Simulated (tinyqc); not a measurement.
Worked calculation (part 2 of 2): ROHF in the sto-6g basis, for CH2, spin multiplicity 3. Computed by tinyqc, a small Python program that keeps every step (integrals from PySCF). Command: `OMP_NUM_THREADS=1 python tinyqc.py 20545 20546 out.jsonl` (the two numbers bound the seeds that draw the settings). One thread of a shared host (Intel(R) Xeon(R) Processor @ 2.60GHz), about 0.2 s of CPU time with the checks.

Geometry (angstrom):
```
atom       x        y       z
C     0.0000   0.0000  0.0000
H     0.0000   1.2700  0.7160
H     0.0000  -1.2700  0.7160
```

## Iteration 2: Roothaan effective Fock matrix

F(alpha) (hartree), order 1C 1s, 1C 2s, 1C 2px, 1C 2py, 1C 2pz, 2H 1s, 3H 1s:
$$\begin{pmatrix}
-10.0910 & -2.6604 & 0.0000 & 0.0000 & -0.0089 & -0.3114 & -0.3114 \\
-2.6604 & -1.0290 & 0.0000 & 0.0000 & -0.1054 & -0.3307 & -0.3307 \\
0.0000 & 0.0000 & 0.1634 & 0.0000 & 0.0000 & 0.0000 & 0.0000 \\
0.0000 & 0.0000 & 0.0000 & 0.0626 & 0.0000 & -0.2038 & 0.2038 \\
-0.0089 & -0.1054 & 0.0000 & 0.0000 & 0.2030 & -0.1200 & -0.1200 \\
-0.3114 & -0.3307 & 0.0000 & -0.2038 & -0.1200 & -0.1532 & -0.0540 \\
-0.3114 & -0.3307 & 0.0000 & 0.2038 & -0.1200 & -0.0540 & -0.1532
\end{pmatrix}$$

F(beta) (hartree), order 1C 1s, 1C 2s, 1C 2px, 1C 2py, 1C 2pz, 2H 1s, 3H 1s:
$$\begin{pmatrix}
-10.0485 & -2.5967 & 0.0000 & 0.0000 & -0.0088 & -0.3004 & -0.3004 \\
-2.5967 & -0.7529 & 0.0000 & 0.0000 & -0.1053 & -0.2641 & -0.2641 \\
0.0000 & 0.0000 & 0.8729 & 0.0000 & 0.0000 & 0.0000 & 0.0000 \\
0.0000 & 0.0000 & 0.0000 & 0.7717 & 0.0000 & -0.0552 & 0.0552 \\
-0.0088 & -0.1053 & 0.0000 & 0.0000 & 0.2755 & -0.1104 & -0.1104 \\
-0.3004 & -0.2641 & 0.0000 & -0.0552 & -0.1104 & -0.0857 & -0.0687 \\
-0.3004 & -0.2641 & 0.0000 & 0.0552 & -0.1104 & -0.0687 & -0.0857
\end{pmatrix}$$

D(alpha) after iteration 1, order 1C 1s, 1C 2s, 1C 2px, 1C 2py, 1C 2pz, 2H 1s, 3H 1s:
$$\begin{pmatrix}
1.0647 & -0.2675 & 0.0000 & 0.0000 & -0.0046 & 0.0102 & 0.0102 \\
-0.2675 & 1.1000 & 0.0000 & 0.0000 & 0.0189 & -0.0308 & -0.0308 \\
0.0000 & 0.0000 & 1.0000 & 0.0000 & 0.0000 & 0.0000 & 0.0000 \\
0.0000 & 0.0000 & 0.0000 & 0.9978 & 0.0000 & 0.0019 & -0.0019 \\
-0.0046 & 0.0189 & 0.0000 & 0.0000 & 1.0096 & -0.0156 & -0.0156 \\
0.0102 & -0.0308 & 0.0000 & 0.0019 & -0.0156 & 0.0011 & 0.0011 \\
0.0102 & -0.0308 & 0.0000 & -0.0019 & -0.0156 & 0.0011 & 0.0011
\end{pmatrix}$$

D(beta) after iteration 1, order 1C 1s, 1C 2s, 1C 2px, 1C 2py, 1C 2pz, 2H 1s, 3H 1s:
$$\begin{pmatrix}
1.0647 & -0.2675 & 0.0000 & 0.0000 & -0.0046 & 0.0102 & 0.0102 \\
-0.2675 & 1.1000 & 0.0000 & 0.0000 & 0.0189 & -0.0308 & -0.0308 \\
0.0000 & 0.0000 & 0.0000 & 0.0000 & 0.0000 & 0.0000 & 0.0000 \\
0.0000 & 0.0000 & 0.0000 & 0.0000 & 0.0000 & 0.0000 & 0.0000 \\
-0.0046 & 0.0189 & 0.0000 & 0.0000 & 1.0096 & -0.0156 & -0.0156 \\
0.0102 & -0.0308 & 0.0000 & 0.0000 & -0.0156 & 0.0011 & 0.0011 \\
0.0102 & -0.0308 & 0.0000 & 0.0000 & -0.0156 & 0.0011 & 0.0011
\end{pmatrix}$$

overlap S, order 1C 1s, 1C 2s, 1C 2px, 1C 2py, 1C 2pz, 2H 1s, 3H 1s:
$$\begin{pmatrix}
1.0000 & 0.2432 & 0.0000 & 0.0000 & 0.0000 & 0.0278 & 0.0278 \\
0.2432 & 1.0000 & 0.0000 & 0.0000 & 0.0000 & 0.3047 & 0.3047 \\
0.0000 & 0.0000 & 1.0000 & 0.0000 & 0.0000 & 0.0000 & 0.0000 \\
0.0000 & 0.0000 & 0.0000 & 1.0000 & 0.0000 & 0.2858 & -0.2858 \\
0.0000 & 0.0000 & 0.0000 & 0.0000 & 1.0000 & 0.1611 & 0.1611 \\
0.0278 & 0.3047 & 0.0000 & 0.2858 & 0.1611 & 1.0000 & 0.0488 \\
0.0278 & 0.3047 & 0.0000 & -0.2858 & 0.1611 & 0.0488 & 1.0000
\end{pmatrix}$$

With projectors Pc = D(beta) S, Po = (D(alpha) - D(beta)) S, Pv = 1 - D(alpha) S, the block xy is Px^T F Py; with Fc = (F(alpha) + F(beta))/2, the blocks are Fc for cc, oo, vv and cv, F(beta) for co and F(alpha) for ov.

effective F (hartree), order 1C 1s, 1C 2s, 1C 2px, 1C 2py, 1C 2pz, 2H 1s, 3H 1s:
$$\begin{pmatrix}
-10.0698 & -2.6285 & 0.0000 & 0.0000 & -0.0089 & -0.3059 & -0.3059 \\
-2.6285 & -0.8909 & 0.0000 & 0.0000 & -0.1054 & -0.2974 & -0.2974 \\
0.0000 & 0.0000 & 0.5181 & 0.0000 & 0.0000 & 0.0000 & 0.0000 \\
0.0000 & 0.0000 & 0.0000 & 0.4169 & 0.0000 & -0.1020 & 0.1020 \\
-0.0089 & -0.1054 & 0.0000 & 0.0000 & 0.2393 & -0.1152 & -0.1152 \\
-0.3059 & -0.2974 & 0.0000 & -0.1020 & -0.1152 & -0.1037 & -0.0771 \\
-0.3059 & -0.2974 & 0.0000 & 0.1020 & -0.1152 & -0.0771 & -0.1037
\end{pmatrix}$$

## Iteration 2: DIIS over 2 matrices

error matrix X^T (FDS - SDF) X:
$$\begin{pmatrix}
0.0000 & 0.0349 & 0.0000 & 0.0000 & 0.0158 & -0.1511 & -0.1511 \\
-0.0349 & 0.0000 & 0.0000 & 0.0000 & 0.0292 & 0.3171 & 0.3171 \\
0.0000 & 0.0000 & 0.0000 & 0.0000 & 0.0000 & 0.0000 & 0.0000 \\
0.0000 & 0.0000 & 0.0000 & 0.0000 & 0.0000 & 0.2496 & -0.2496 \\
-0.0158 & -0.0292 & 0.0000 & 0.0000 & 0.0000 & 0.2699 & 0.2699 \\
0.1511 & -0.3171 & 0.0000 & -0.2496 & -0.2699 & 0.0000 & 0.0000 \\
0.1511 & -0.3171 & 0.0000 & 0.2496 & -0.2699 & 0.0000 & 0.0000
\end{pmatrix}$$

B (overlaps of the stored error matrices):
$$\begin{pmatrix}
2.0339318e-01 & -3.2519769e-01 \\
-3.2519769e-01 & 1.0388031e+00
\end{pmatrix}$$

Minimise |sum c_i e_i|^2 with sum c_i = 1: solve [B -1; -1 0][c; lambda] = [0; -1] with B_ij = tr e_i^T e_j, and take F = sum c_i F_i.

DIIS coefficients: [0.7207, 0.2793]

extrapolated F (hartree), order 1C 1s, 1C 2s, 1C 2px, 1C 2py, 1C 2pz, 2H 1s, 3H 1s:
$$\begin{pmatrix}
-12.7896 & -3.0420 & 0.0000 & 0.0000 & -0.0140 & -0.3523 & -0.3523 \\
-3.0420 & -1.5893 & 0.0000 & 0.0000 & 0.0509 & -0.3703 & -0.3703 \\
0.0000 & 0.0000 & -0.5528 & 0.0000 & 0.0000 & 0.0000 & 0.0000 \\
0.0000 & 0.0000 & 0.0000 & -0.5839 & 0.0000 & -0.2296 & 0.2296 \\
-0.0140 & 0.0509 & 0.0000 & 0.0000 & -0.7671 & -0.1334 & -0.1334 \\
-0.3523 & -0.3703 & 0.0000 & -0.2296 & -0.1334 & -0.2394 & -0.0599 \\
-0.3523 & -0.3703 & 0.0000 & 0.2296 & -0.1334 & -0.0599 & -0.2394
\end{pmatrix}$$

## Iteration 2: diagonalisation and new density

X, order 1C 1s, 1C 2s, 1C 2px, 1C 2py, 1C 2pz, 2H 1s, 3H 1s:
$$\begin{pmatrix}
1.0245 & -0.1363 & 0.0000 & 0.0000 & -0.0051 & 0.0173 & 0.0173 \\
-0.1363 & 1.1084 & 0.0000 & 0.0000 & 0.0439 & -0.1767 & -0.1767 \\
0.0000 & 0.0000 & 1.0000 & 0.0000 & 0.0000 & 0.0000 & 0.0000 \\
0.0000 & 0.0000 & 0.0000 & 1.0732 & 0.0000 & -0.1668 & 0.1668 \\
-0.0051 & 0.0439 & 0.0000 & 0.0000 & 1.0226 & -0.0914 & -0.0914 \\
0.0173 & -0.1767 & 0.0000 & -0.1668 & -0.0914 & 1.0893 & -0.0123 \\
0.0173 & -0.1767 & 0.0000 & 0.1668 & -0.0914 & -0.0123 & 1.0893
\end{pmatrix}$$

Diagonalise F' = X^T F X, C = X C', fill 5 alpha and 3 beta electrons from the bottom; D(s) = C_occ C_occ^T. Each column has its largest component positive (the first on a tie).

F' = X^T F X (hartree):
$$\begin{pmatrix}
-12.6260 & -1.3868 & 0.0000 & 0.0000 & -0.0275 & -0.0427 & -0.0427 \\
-1.3868 & -1.0257 & 0.0000 & 0.0000 & 0.0855 & -0.1578 & -0.1578 \\
0.0000 & 0.0000 & -0.5528 & 0.0000 & 0.0000 & 0.0000 & 0.0000 \\
0.0000 & 0.0000 & 0.0000 & -0.5180 & 0.0000 & -0.1467 & 0.1467 \\
-0.0275 & 0.0855 & 0.0000 & 0.0000 & -0.7493 & -0.0756 & -0.0756 \\
-0.0427 & -0.1578 & 0.0000 & -0.1467 & -0.0756 & -0.0999 & -0.0183 \\
-0.0427 & -0.1578 & 0.0000 & 0.1467 & -0.0756 & -0.0183 & -0.0999
\end{pmatrix}$$

orbital energies (hartree): MO1 -12.7901, MO2 -0.9389, MO3 -0.7524, MO4 -0.6010, MO5 -0.5528, MO6 -0.0378, MO7 0.0014

coefficients C, order 1C 1s, 1C 2s, 1C 2px, 1C 2py, 1C 2pz, 2H 1s, 3H 1s:
$$\begin{pmatrix}
1.0016 & -0.2311 & -0.0698 & 0.0000 & 0.0000 & 0.0858 & 0.0000 \\
-0.0071 & 0.9708 & 0.2764 & 0.0000 & 0.0000 & -0.5410 & 0.0000 \\
0.0000 & 0.0000 & 0.0000 & 0.0000 & 1.0000 & 0.0000 & 0.0000 \\
0.0000 & 0.0000 & 0.0000 & 0.9091 & 0.0000 & 0.0000 & -0.6173 \\
0.0007 & -0.3099 & 0.9327 & 0.0000 & 0.0000 & -0.3136 & 0.0000 \\
0.0016 & 0.0174 & 0.0555 & 0.1341 & 0.0000 & 0.7852 & 0.7853 \\
0.0016 & 0.0174 & 0.0555 & -0.1341 & 0.0000 & 0.7852 & -0.7853
\end{pmatrix}$$

D(alpha) after iteration 2, order 1C 1s, 1C 2s, 1C 2px, 1C 2py, 1C 2pz, 2H 1s, 3H 1s:
$$\begin{pmatrix}
1.0615 & -0.2508 & 0.0000 & 0.0000 & 0.0072 & -0.0063 & -0.0063 \\
-0.2508 & 1.0188 & 0.0000 & 0.0000 & -0.0431 & 0.0322 & 0.0322 \\
0.0000 & 0.0000 & 1.0000 & 0.0000 & 0.0000 & 0.0000 & 0.0000 \\
0.0000 & 0.0000 & 0.0000 & 0.8264 & 0.0000 & 0.1219 & -0.1219 \\
0.0072 & -0.0431 & 0.0000 & 0.0000 & 0.9661 & 0.0464 & 0.0464 \\
-0.0063 & 0.0322 & 0.0000 & 0.1219 & 0.0464 & 0.0214 & -0.0146 \\
-0.0063 & 0.0322 & 0.0000 & -0.1219 & 0.0464 & -0.0146 & 0.0214
\end{pmatrix}$$

D(beta) after iteration 2, order 1C 1s, 1C 2s, 1C 2px, 1C 2py, 1C 2pz, 2H 1s, 3H 1s:
$$\begin{pmatrix}
1.0615 & -0.2508 & 0.0000 & 0.0000 & 0.0072 & -0.0063 & -0.0063 \\
-0.2508 & 1.0188 & 0.0000 & 0.0000 & -0.0431 & 0.0322 & 0.0322 \\
0.0000 & 0.0000 & 0.0000 & 0.0000 & 0.0000 & 0.0000 & 0.0000 \\
0.0000 & 0.0000 & 0.0000 & 0.0000 & 0.0000 & 0.0000 & 0.0000 \\
0.0072 & -0.0431 & 0.0000 & 0.0000 & 0.9661 & 0.0464 & 0.0464 \\
-0.0063 & 0.0322 & 0.0000 & 0.0000 & 0.0464 & 0.0034 & 0.0034 \\
-0.0063 & 0.0322 & 0.0000 & 0.0000 & 0.0464 & 0.0034 & 0.0034
\end{pmatrix}$$

## Iteration 20 (converged): orbitals

converged F (hartree), order 1C 1s, 1C 2s, 1C 2px, 1C 2py, 1C 2pz, 2H 1s, 3H 1s:
$$\begin{pmatrix}
-11.1234 & -2.8431 & 0.0000 & 0.0000 & -0.0142 & -0.3328 & -0.3328 \\
-2.8431 & -1.2155 & 0.0000 & 0.0000 & -0.0937 & -0.4306 & -0.4306 \\
0.0000 & 0.0000 & 0.0109 & 0.0000 & 0.0000 & 0.0000 & 0.0000 \\
0.0000 & 0.0000 & 0.0000 & -0.0683 & 0.0000 & -0.2908 & 0.2908 \\
-0.0142 & -0.0937 & 0.0000 & 0.0000 & -0.0180 & -0.1914 & -0.1914 \\
-0.3328 & -0.4306 & 0.0000 & -0.2908 & -0.1914 & -0.2593 & -0.0654 \\
-0.3328 & -0.4306 & 0.0000 & 0.2908 & -0.1914 & -0.0654 & -0.2593
\end{pmatrix}$$

As before.

F' = X^T F X (hartree):
$$\begin{pmatrix}
-10.9239 & -1.4574 & 0.0000 & 0.0000 & -0.0207 & -0.0113 & -0.0113 \\
-1.4574 & -0.5588 & 0.0000 & 0.0000 & 0.0064 & -0.2921 & -0.2921 \\
0.0000 & 0.0000 & 0.0109 & 0.0000 & 0.0000 & 0.0000 & 0.0000 \\
0.0000 & 0.0000 & 0.0000 & 0.1188 & 0.0000 & -0.3121 & 0.3121 \\
-0.0207 & 0.0064 & 0.0000 & 0.0000 & 0.0440 & -0.1890 & -0.1890 \\
-0.0113 & -0.2921 & 0.0000 & -0.3121 & -0.1890 & -0.0388 & -0.0135 \\
-0.0113 & -0.2921 & 0.0000 & 0.3121 & -0.1890 & -0.0135 & -0.0388
\end{pmatrix}$$

orbital energies (hartree): MO1 -11.1255, MO2 -0.6713, MO3 -0.4005, MO4 -0.0811, MO5 0.0109, MO6 0.3868, MO7 0.4939

coefficients C, order 1C 1s, 1C 2s, 1C 2px, 1C 2py, 1C 2pz, 2H 1s, 3H 1s:
$$\begin{pmatrix}
0.9964 & -0.2031 & 0.0000 & 0.1371 & 0.0000 & -0.1269 & 0.0000 \\
0.0151 & 0.7211 & 0.0000 & -0.6068 & 0.0000 & 0.6506 & 0.0000 \\
0.0000 & 0.0000 & 0.0000 & 0.0000 & 1.0000 & 0.0000 & 0.0000 \\
0.0000 & 0.0000 & 0.5153 & 0.0000 & 0.0000 & 0.0000 & 0.9705 \\
0.0020 & 0.1754 & 0.0000 & 0.7435 & 0.0000 & 0.6935 & 0.0000 \\
-0.0022 & 0.2999 & 0.4855 & 0.2853 & 0.0000 & -0.6697 & -0.6316 \\
-0.0022 & 0.2999 & -0.4855 & 0.2853 & 0.0000 & -0.6697 & 0.6316
\end{pmatrix}$$

D(alpha) after iteration 20, order 1C 1s, 1C 2s, 1C 2px, 1C 2py, 1C 2pz, 2H 1s, 3H 1s:
$$\begin{pmatrix}
1.0528 & -0.2146 & 0.0000 & 0.0000 & 0.0683 & -0.0240 & -0.0240 \\
-0.2146 & 0.8883 & 0.0000 & 0.0000 & -0.3246 & 0.0431 & 0.0431 \\
0.0000 & 0.0000 & 1.0000 & 0.0000 & 0.0000 & 0.0000 & 0.0000 \\
0.0000 & 0.0000 & 0.0000 & 0.2655 & 0.0000 & 0.2502 & -0.2502 \\
0.0683 & -0.3246 & 0.0000 & 0.0000 & 0.5835 & 0.2647 & 0.2647 \\
-0.0240 & 0.0431 & 0.0000 & 0.2502 & 0.2647 & 0.4071 & -0.0644 \\
-0.0240 & 0.0431 & 0.0000 & -0.2502 & 0.2647 & -0.0644 & 0.4071
\end{pmatrix}$$

D(beta) after iteration 20, order 1C 1s, 1C 2s, 1C 2px, 1C 2py, 1C 2pz, 2H 1s, 3H 1s:
$$\begin{pmatrix}
1.0340 & -0.1314 & 0.0000 & 0.0000 & -0.0336 & -0.0631 & -0.0631 \\
-0.1314 & 0.5202 & 0.0000 & 0.0000 & 0.1265 & 0.2162 & 0.2162 \\
0.0000 & 0.0000 & 0.0000 & 0.0000 & 0.0000 & 0.0000 & 0.0000 \\
0.0000 & 0.0000 & 0.0000 & 0.2655 & 0.0000 & 0.2502 & -0.2502 \\
-0.0336 & 0.1265 & 0.0000 & 0.0000 & 0.0308 & 0.0526 & 0.0526 \\
-0.0631 & 0.2162 & 0.0000 & 0.2502 & 0.0526 & 0.3257 & -0.1458 \\
-0.0631 & 0.2162 & 0.0000 & -0.2502 & 0.0526 & -0.1458 & 0.3257
\end{pmatrix}$$

## Convergence

Stop when the energy changes by less than 1e-08 hartree and every element of the error matrix X^T (F D S - S D F) X is below 3e-05.

Course of the cycle:
```
iteration  E (hartree)     change  largest element of the error matrix
1           -12.310525          -                             2.08e-01
2           -37.523952  -2.52e+01                             3.17e-01
3           -37.782180  -2.58e-01                             2.90e-01
4           -37.728940   5.32e-02                             3.05e-01
5           -37.719874   9.07e-03                             3.06e-01
6           -37.694970   2.49e-02                             3.11e-01
7           -37.282371   4.13e-01                             3.09e-01
8           -37.463201  -1.81e-01                             3.86e-01
9           -37.976479  -5.13e-01                             4.05e-01
10          -38.258317  -2.82e-01                             3.28e-01
11          -38.440926  -1.83e-01                             3.44e-01
12          -38.656691  -2.16e-01                             6.35e-02
13          -38.666933  -1.02e-02                             3.63e-02
14          -38.667524  -5.91e-04                             5.25e-02
15          -38.673757  -6.23e-03                             1.90e-02
16          -38.674280  -5.24e-04                             3.12e-03
17          -38.674293  -1.23e-05                             5.31e-04
18          -38.674295  -1.97e-06                             5.52e-05
19          -38.674295  -2.07e-08                             1.37e-06
20          -38.674295  -1.39e-11                             6.55e-08
```

PySCF ROHF in the same basis = -38.674295 hartree

Converged in 20 iterations.

## Populations, bond orders and dipole

Mulliken: Z minus the diagonal of D S on the atom; Loewdin: the same with S^(1/2) D S^(1/2); Mayer order: 2 sum_s sum (D(s) S)_ij (D(s) S)_ji over the two atoms.

Charges (e):
```
atom  Mulliken  Loewdin  Mulliken spin
1C     -0.0136   0.0048         1.8642
2H      0.0068  -0.0024         0.0679
3H      0.0068  -0.0024         0.0679
```

Mayer bond orders:
```
pair   order
2-1   0.9547
3-1   0.9547
3-2   0.0406
```

dipole moment about the origin, x y z (debye): [0.0000, 0.0000, 0.1590]
